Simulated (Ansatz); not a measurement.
```yaml
crystal:
  periodic: [false, false, false]
  atoms:
    - {symbol: O, position_ang: [0.000000, 0.000000, -0.024979]}
    - {symbol: Al, position_ang: [-0.000000, -0.000000, 1.595029]}
basis:
  gaussian: {orbitals: x2c-TZVPPall, nuclear_model: gaussian}
magnetization: {spin_polarized: true, initial_magnetization: 3}
hamiltonian: {xc: {name: B3LYP}, dispersion: d3bjatm}
```

```sh
$ ansatz run in.yaml --threads 2 --pin off --events-out ev --progress --plain --max-ram 32768MiB --backend cpu
```

It prints (some lines left out):

```
Functional definition: B3LYP
437 factors; their error is unknown
mean field evaluation 1: about -8651.4474 eV, gradient 2.6e1 eV
mean field evaluation 2: about -8640.5696 eV, gradient 5.5e1 eV
mean field evaluation 4: about -8653.8557 eV, gradient 6.7e-1 eV
mean field evaluation 8: about -8653.8757 eV, gradient 2.4e-2 eV
mean field evaluation 16: about -8653.8757 eV, gradient 2.5e-5 eV
mean field -8653.87573860 eV, -318.0240675858 hartree, gradient 2.5e-5 eV, S^2 3.753532; 5 other end points of the search recorded, 0 dependent functions left out
reference -8653.87591536 eV, -318.0240740816 hartree; 12, 9 occupied and 61, 64 virtual orbitals, 437 factors
Total energy: -8653.91265355 eV, -318.0254241854 hartree
Relativity: scalar
```

Hardware: 2 threads of an AMD EPYC 7R13 on a shared host. Wall time 3.1 s, peak host memory 0.16 GiB.
